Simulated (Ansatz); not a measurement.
`C[SiH2]P` and `C[SiH2]Cl` differ in one atom or group.

Ansatz, PBE0-D4/def2-TZVP geometries, multiplicity 1. Each molecule was computed in one conformer, which needn't be the lowest.

```json
{"property": "HOMO energy (PBE0/def2-TZVPP) / eV", "`C[SiH2]P`": "-7.40"}
{"property": "HOMO–LUMO gap (B3LYP/def2-TZVPP) / eV", "`C[SiH2]P`": "7.30"}
{"property": "HOMO energy (B3LYP/def2-TZVPP) / eV", "`C[SiH2]P`": "-7.19"}
{"property": "zero-point energy (PBE0-D4/def2-TZVP) / kJ/mol", "`C[SiH2]P`": "187.1"}
{"property": "HOMO–LUMO gap (PBE/def2-TZVPP) / eV", "`C[SiH2]P`": "5.79"}
{"property": "LUMO energy (ωB97M-V/def2-TZVPP) / eV", "`C[SiH2]P`": "2.01"}
```

(1) Give the same properties after the change, and the shifts. (Estimate.)

Results:

(1) Computed: 
| property | `C[SiH2]Cl` | shift |
| --- | --- | --- |
| HOMO energy (PBE0/def2-TZVPP) / eV | -8.75 | -1.35 |
| HOMO–LUMO gap (B3LYP/def2-TZVPP) / eV | 8.74 | 1.44 |
| HOMO energy (B3LYP/def2-TZVPP) / eV | -8.50 | -1.31 |
| zero-point energy (PBE0-D4/def2-TZVP) / kJ/mol | 145.1 | -42.0 |
| HOMO–LUMO gap (PBE/def2-TZVPP) / eV | 6.95 | 1.16 |
| LUMO energy (ωB97M-V/def2-TZVPP) / eV | 2.18 | 0.17 |

With PBE0 the HOMO falls by 1.35 eV and the LUMO rises by 0.12 eV, so the gap widens by about 1.47 eV. PBE moves the HOMO by -1.09 eV and ωB97M-V by -1.49 eV. The zero-point energy changes by -42.0 kJ/mol with -6 modes.

B3LYP here is the variant with VWN-RPA as its local correlation; programs differ in this.
